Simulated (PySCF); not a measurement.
**Adding water to ammonium, molecule by molecule**

Gas-phase clusters of one ammonium with n water, each in one structure from a short search with a few starts, optimised by PBE0-D3(BJ)/def2-SVPD or PBE0-D3(BJ)/def2-TZVPD; other arrangements may lie lower. Binding energies from relaxed separate molecules, wB97M-D3(BJ)/def2-TZVPD, counterpoise-corrected, in kcal/mol (PySCF).

Frequency runs check only 1 of the 3 structures; these show no clear imaginary mode.

Problem. How does binding build up with each further water?

Solution. 
| n | binding energy | gain of the last molecule |
| --- | --- | --- |
| 1 | -20.6 | -20.6 |
| 2 | -37.6 | -17.0 |
| 3 | -52.2 | -14.6 |

Each molecule adds less than the one before.
